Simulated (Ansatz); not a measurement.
Calculation: B3LYP-D3(BJ)/def2-TZVP (Ansatz, a quantum-chemistry and plane-wave program). No frequencies were computed at this level.

Ansatz 0.2 input:
```yaml
crystal:
  periodic: [false, false, false]
  atoms:
    - { symbol: C, position_ang: [-1.01876, -0.228724, 0.274865] }
    - { symbol: C, position_ang: [0.104805, 0.438254, 0.038133] }
    - { symbol: C, position_ang: [1.378687, -0.095728, 0.327634] }
    - { symbol: N, position_ang: [2.417113, -0.522571, 0.558342] }
    - { symbol: H, position_ang: [-1.982821, 0.194428, 0.048599] }
    - { symbol: H, position_ang: [-1.008102, -1.218055, 0.702572] }
    - { symbol: H, position_ang: [0.109083, 1.4324, -0.390453] }
basis:
  gaussian: { orbitals: def2-tzvp }
hamiltonian:
  xc: b3lyp
  dispersion: d3bj
relax:
  max_steps: 150
```

Output:

```
Functional definition: B3LYP
827 factors; their error is unknown
mean field evaluation 1: about -4643.7638 eV, gradient 5.5e1 eV
mean field evaluation 2: about -4640.7868 eV, gradient 6.6e1 eV
mean field evaluation 4: about -4650.4454 eV, gradient 2.9e0 eV
mean field evaluation 8: about -4650.4643 eV, gradient 1.4e-1 eV
mean field evaluation 16: about -4650.4609 eV, gradient 1.1e-4 eV
mean field -4650.46089402 eV, -170.9012856596 hartree, gradient 1.5e-5 eV, S^2 0.000000; 0 other end points of the search recorded, 0 dependent functions left out
reference -4650.46110724 eV, -170.9012934955 hartree; 14, 14 occupied and 128, 128 virtual orbitals, 827 factors
relax step   1: F+E_penalty+E_count = -4650.66260559 eV  Δ(F+E_penalty+E_count) = +0.000e0 eV  max|allowed force component| = 7.283e-1 eV/Å  Δτ_max = 0.0000 Å  (28 SCF iters, accepted)
these checks for a lower state are left out or cut short: starts, cluster_reference, orbital_swaps, neighbouring_geometries, increment
827 factors; their error is unknown
mean field -4650.46992134 eV, -170.9016174077 hartree, gradient 1.9e-5 eV, S^2 0.000000; 0 other end points of the search recorded, 0 dependent functions left out
reference -4650.47013516 eV, -170.9016252653 hartree; 14, 14 occupied and 128, 128 virtual orbitals, 827 factors
relax step   2: F+E_penalty+E_count = -4650.67098687 eV  Δ(F+E_penalty+E_count) = -8.381e-3 eV  max|allowed force component| = 1.939e-1 eV/Å  Δτ_max = 0.0160 Å  (34 SCF iters, accepted)
these checks for a lower state are left out or cut short: starts, cluster_reference, orbital_swaps, neighbouring_geometries, increment
827 factors; their error is unknown
mean field evaluation 32: about -4650.4711 eV, gradient 1.9e-5 eV
mean field -4650.47112546 eV, -170.9016616582 hartree, gradient 1.9e-5 eV, S^2 0.000000; 0 other end points of the search recorded, 0 dependent functions left out
reference -4650.47133951 eV, -170.9016695242 hartree; 14, 14 occupied and 128, 128 virtual orbitals, 827 factors
relax step   3: F+E_penalty+E_count = -4650.67193527 eV  Δ(F+E_penalty+E_count) = -9.484e-4 eV  max|allowed force component| = 3.494e-2 eV/Å  Δτ_max = 0.0068 Å  (33 SCF iters, accepted)
these checks for a lower state are left out or cut short: starts, cluster_reference, orbital_swaps, neighbouring_geometries, increment
827 factors; their error is unknown
mean field -4650.47112830 eV, -170.9016617624 hartree, gradient 1.9e-5 eV, S^2 0.000000; 0 other end points of the search recorded, 0 dependent functions left out
reference -4650.47134242 eV, -170.9016696311 hartree; 14, 14 occupied and 128, 128 virtual orbitals, 827 factors
relax step   4: F+E_penalty+E_count = -4650.67187595 eV  Δ(F+E_penalty+E_count) = +5.932e-5 eV  max|allowed force component| = 4.151e-2 eV/Å  Δτ_max = 0.0071 Å  (33 SCF iters, rejected (line search))
these checks for a lower state are left out or cut short: starts, cluster_reference, orbital_swaps, neighbouring_geometries, increment
827 factors; their error is unknown
mean field -4650.47129732 eV, -170.9016679738 hartree, gradient 1.9e-5 eV, S^2 0.000000; 0 other end points of the search recorded, 0 dependent functions left out
reference -4650.47151142 eV, -170.9016758419 hartree; 14, 14 occupied and 128, 128 virtual orbitals, 827 factors
relax step   5: F+E_penalty+E_count = -4650.67207359 eV  Δ(F+E_penalty+E_count) = -1.383e-4 eV  max|allowed force component| = 1.802e-2 eV/Å  Δτ_max = 0.0036 Å  (34 SCF iters, accepted)
these checks for a lower state are left out or cut short: starts, cluster_reference, orbital_swaps, neighbouring_geometries, increment
827 factors; their error is unknown
mean field -4650.47139940 eV, -170.9016717251 hartree, gradient 1.9e-5 eV, S^2 0.000000; 0 other end points of the search recorded, 0 dependent functions left out
reference -4650.47161356 eV, -170.9016795954 hartree; 14, 14 occupied and 128, 128 virtual orbitals, 827 factors
relax step   6: F+E_penalty+E_count = -4650.67212629 eV  Δ(F+E_penalty+E_count) = -5.270e-5 eV  max|allowed force component| = 1.760e-3 eV/Å  Δτ_max = 0.0049 Å  (34 SCF iters, accepted)
827 factors; their error is unknown
mean field evaluation 64: about -4650.4562 eV, gradient 2.8e0 eV
mean field -4650.47139940 eV, -170.9016717251 hartree, gradient 1.9e-5 eV, S^2 0.000000; 1 other end points of the search recorded, 0 dependent functions left out
reference -4650.47161356 eV, -170.9016795954 hartree; 14, 14 occupied and 128, 128 virtual orbitals, 827 factors
Total energy: -4650.67234045 eV, -170.9090561727 hartree
Atom 0 at    -1.026144    -0.230674     0.275555 Å, force     0.000254    -0.001352     0.000653 eV/Å
Atom 1 at     0.103410     0.433119     0.040578 Å, force    -0.001200     0.000919    -0.000331 eV/Å
Atom 2 at     1.392367    -0.102510     0.330554 Å, force    -0.000279    -0.001094     0.000611 eV/Å
Atom 3 at     2.444043    -0.515827     0.556938 Å, force     0.000107     0.000543    -0.000287 eV/Å
Atom 4 at    -1.984335     0.211734     0.040875 Å, force     0.000241     0.001237    -0.000435 eV/Å
Atom 5 at    -1.022185    -1.223585     0.704337 Å, force    -0.000027    -0.001760     0.000592 eV/Å
Atom 6 at     0.092850     1.427746    -0.389146 Å, force     0.000904     0.001508    -0.000803 eV/Å
Dipole moment:    -0.788031     0.235859    -0.137739 e Å
```

Cost: roughly 17 core-seconds.
